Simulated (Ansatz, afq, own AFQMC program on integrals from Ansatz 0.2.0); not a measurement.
Where AFQMC and coupled cluster stand for BH$_{4}$, doublet

```xyz
5

B     0.0034   -0.0066   -0.0065
H     0.4181    0.8059    0.8041
H    -0.4209   -0.8143    0.8039
H    -0.4094    0.8021   -0.8220
H     0.3756   -0.7231   -0.7162
```

Basis 6-31G. Noble-gas cores (and the filled d shells of Ga–Kr and In–Xe) are frozen. Ansatz 0.2.0 and our own AFQMC program on the same integrals; the CISD trial comes from CCSD amplitudes, and released means the phaseless constraint is let go. Uncertainties: one standard error, sampling alone.

Determinant: UHF, the one that the program's search chose, which needn't be the lowest solution. The geometry is a point of a scan.

Full CI on the same integrals is exact in this basis and with this determinant's frozen core.

- T1 diagnostic: 0.0130
- weight of the determinant in the CISD state: 0.942
- ⟨S²⟩ of the determinant: 0.762
- size of the correlated space: 7 electrons in 16 orbitals

```
  level  correlation energy (eV)
    MP2                  -1.8644
   CCSD                  -2.4796
CCSD(T)                  -2.5210
```

**Question.** Estimate where full CI lies against CCSD(T) on the same integrals.

**Answer.** 0.35 kcal/mol below CCSD(T).

Reference: full CI, correlation energy -2.536 eV. The released energy is read at 2.40 1/Eh (meV from the phaseless value at times in 1/Eh: -1.8 ± 0.9 at 0.24, -3.5 ± 0.6 at 0.51, -4.3 ± 0.6 at 0.99, -5.8 ± 0.6 at 1.62, -5.7 ± 0.8 at 2.40).

```json
{"level": "CCSD(T)", "E − E(reference) (kcal/mol)": "0.35", "share of correlation (%)": "99.40"}
{"level": "CCSDT", "E − E(reference) (kcal/mol)": "0.04", "share of correlation (%)": "99.94"}
{"level": "CCSDT(Q)", "E − E(reference) (kcal/mol)": "0.01", "share of correlation (%)": "99.99"}
{"level": "CCSDTQ", "E − E(reference) (kcal/mol)": "0.00", "share of correlation (%)": "100.00"}
{"level": "ph-AFQMC/CISD", "E − E(reference) (kcal/mol)": "0.15 ± 0.02", "share of correlation (%)": "99.75"}
{"level": "released AFQMC", "E − E(reference) (kcal/mol)": "0.01 ± 0.02", "share of correlation (%)": "99.98"}
```

CCSDT and higher add their correlation energy to the determinant of the CCSD(T) run, since their own runs factorise the integrals more tightly (a shift of under 2 meV). A walk keeps the symmetry of its determinant, which the program's search chose and which needn't be the lowest solution, so a lower state of the same spin and another symmetry isn't excluded. Released energies are given only where the last usable release times agree within the noise; a slower fall can still hide under it.
